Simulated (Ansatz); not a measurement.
in.yaml

```yaml
crystal:
  periodic: [false, false, false]
  atoms:
    - {symbol: C, position_ang: [0.006747, -0.000246, 0.010325]}
    - {symbol: H, position_ang: [0.370563, 0.733604, 0.747152]}
    - {symbol: H, position_ang: [-0.320322, -0.702123, 0.704767]}
    - {symbol: H, position_ang: [-0.411121, 0.726333, -0.766551]}
    - {symbol: H, position_ang: [0.280486, -0.754885, -0.808404]}
basis:
  gaussian: {orbitals: cc-pVDZ}
total_charge: 1
magnetization: {spin_polarized: false, initial_magnetization: 1}
correlation: {active_space: {window: {electrons: 1, orbitals: 3}}}
```

```sh
$ ansatz run in.yaml --threads 1 --pin off --events-out ev --progress --plain --max-ram 2393MiB
```

Log:

```
301 factors; integrals over basis functions are off by at most 8.8e-4 eV
mean field evaluation 1: about -1080.5837 eV, gradient 2.1e1 eV
mean field evaluation 2: about -1080.5833 eV, gradient 2.1e1 eV
mean field evaluation 4: about -1081.7154 eV, gradient 9.5e-1 eV
mean field evaluation 8: about -1081.7187 eV, gradient 1.4e-6 eV
mean field -1081.71870357 eV, -39.7524291409 hartree, gradient 2.2e-6 eV, S^2 0.750000; 0 other end points of the search recorded, 0 dependent functions left out
reference -1081.71870357 eV, -39.7524291409 hartree; 5, 4 occupied and 29, 30 virtual orbitals, 301 factors
state -1081.71870357 eV, -39.7524291409 hartree
Total energy: -1081.71870357 eV, -39.7524291409 hartree
```

Ran on 1 thread of Arm Neoverse V1, shared host: 0.18 s wall, 0.07 GiB peak host memory.
